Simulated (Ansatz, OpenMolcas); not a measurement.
**SiCl2 (SMILES Cl[Si]Cl): methods side by side**

SiCl2: 3 atoms, total charge 0, spin state singlet. As SMILES, `Cl[Si]Cl`. The coordinates come from a GFN2-xTB relaxation.

```xyz
3

Si    0.0051   -0.0069   -0.8693
Cl    1.5816   -0.0189    0.4441
Cl   -1.5868    0.0259    0.4253
```

Each level gives the energy change with the Si1–Cl3 bond stretched from 2.052 to 5.130 Å (eV). The values are calculated.

```tsv
level	kind	program	value (eV)	less FCI/STO-3G	CPU time (all runs)
PBE/STO-3G (restricted)	GGA	Ansatz	4.60	+0.30	5.9 s
revPBE/STO-3G (restricted)	GGA	Ansatz	4.43	+0.13	6 s
r2SCAN/STO-3G (restricted)	meta-GGA	Ansatz	4.83	+0.53	30 s
PBE0/STO-3G (restricted)	global hybrid	Ansatz	5.44	+1.14	13 s
wB97M-V/STO-3G (restricted)	range-separated hybrid	Ansatz	6.30	+2.00	60 s
B2PLYP/STO-3G (restricted)	double hybrid	OpenMolcas	4.37	+0.07	6.7 s
CASSCF(2,2)/STO-3G	multireference	OpenMolcas	4.09	-0.21	3.1 s
CCSD(T)/STO-3G (restricted)	coupled cluster or CI	Ansatz	2.65	-1.65	0.96 s
CCSD/STO-3G (restricted)	coupled cluster or CI	Ansatz	4.31	+0.01	0.96 s
FCI/STO-3G	exact in the basis	OpenMolcas	4.30	0.00	23 s
```

FCI/STO-3G is exact within its basis and frozen core, so for wave-function methods in that basis the difference is their error; functionals converge differently with the basis, so for them it is only a difference. The first shape isn't each level's own minimum. The values span 2.65 to 6.30 eV. All rows use very small basis sets, so none should be taken for the real molecule's value. Times are those of the runs behind each value, whatever else they computed, on shared processors of several kinds: orders of magnitude only.
